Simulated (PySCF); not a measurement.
Consider oxetane, `C1COC1` (C3H6O). Numbering: `[CH2:1]1[CH2:2][O:3][CH2:4]1` These are map numbers, not IUPAC locants.

These are calculated values, ωB97X-D3(BJ)/ma-def2-TZVP in PySCF (grid level 2) at geometries from PBE0-D3(BJ)/def2-SVP. ωB97X-D3(BJ) is ωB97X-V with D3(BJ) in place of VV10. Zero-point and thermal terms (298.15 K, 1 bar) come from unscaled PBE0-D3(BJ)/def2-SVP harmonic frequencies, with soft modes damped to free rotors in the entropy.

**Question.** What are the vertical and the adiabatic ionisation energy for forming the radical cation?

**Answer.** 9.76 eV vertical and 9.55 eV adiabatic, the latter with zero-point energy.

**Question.** Where does the unpaired spin of the relaxed radical cation sit?

**Answer.** O3 (ether oxygen) 0.71 (intrinsic atomic orbital populations).

**Question.** What oxidation potential follows in acetonitrile (IEF-PCM), given that Fc+/Fc comes at 4.54 V absolute with this functional and basis?

**Answer.** In the gas phase ΔG of oxidation is 9.537 eV, and solvation is -14.3 kJ/mol for the parent and -259.1 kJ/mol for the product, so the absolute potential is 7.00 V, or 2.46 V against Fc+/Fc. Fc+/Fc in acetonitrile, 4.54 V, is ωB97X-D3(BJ)/ma-def2-TZVP on PBE0-D3(BJ)/def2-SVP structures with GFN2-xTB thermal terms. Benchmark calculations put it near 5.0 V in acetonitrile and DMSO, so it is about 0.5 V low, and the value against it can read up to that much too high. The solvent is electrostatics only, on gas-phase structures; the absolute scale refers to an electron at rest in vacuum.

**Question.** How far is −ε(HOMO) from the vertical value by ΔSCF?

**Answer.** −ε(HOMO) = 9.71 eV, which is 0.05 eV below the ΔSCF value.
